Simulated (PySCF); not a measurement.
vinylene carbonate, C₃H₂O₃, SMILES O=c1occo1, point group C2v.

Force field and properties: PBE0/pcSseg-1 (PySCF, grid level 2). Vibrational terms come from second-order perturbation theory with semi-diagonal cubic constants, by steps of ±0.6 along the normal coordinates of each isotopologue. The parent has the commonest isotopes.

Equilibrium geometry (Å):

```csv
atom,x,y,z
O1,2.4842,0.0502,0.1193
C2,1.3021,0.0285,0.0565
O3,0.4881,1.1012,-0.1498
C4,-0.8056,0.6457,-0.1537
C5,-0.7920,-0.6657,0.0439
O6,0.5106,-1.0737,0.1777
H7,-1.5900,1.3710,-0.3062
H8,-1.5611,-1.4195,0.1140
```

Give the equilibrium and ground-state rotational constants (MHz) of parent; ¹³C at 4; ²H at 7; ²H at 7, ²H at 8.


```
         species      Ae      Be      Ce      A0      B0      C0  Δ0 (u Å²)  harmonic ZPE (cm⁻¹)
          parent  9488.8  4217.8  2919.9  9418.8  4192.1  2900.2      0.045                11274
        ¹³C at 4  9413.9  4152.8  2881.6  9344.7  4127.6  2862.3      0.045                11225
         ²H at 7  9170.4  4057.9  2813.1  9103.8  4033.6  2794.5      0.043                10563
²H at 7, ²H at 8  8824.9  3920.8  2714.7  8762.3  3897.6  2697.1      0.040                 9853
```

Δ0 = Ic − Ia − Ib from the ground-state constants.

How is the parent's vibrational correction B0 − Be made up?


```
axis  harmonic  Coriolis  cubic  total (MHz)
   a      12.5      -6.9  -75.7        -70.1
   b      3.69     -2.05  -27.4        -25.7
   c     0.894    -0.326  -20.3        -19.7
```

And its quartic centrifugal distortion constants from the harmonic force field?

Asymmetric top, A reduction, Ir representation: ΔJ = 0.306 kHz, ΔJK = 1.18 kHz, ΔK = 2.45 kHz, δJ = 0.0899 kHz, δK = 1.02 kHz.

A mode lies under 250 cm⁻¹, where this perturbation treatment is rough.
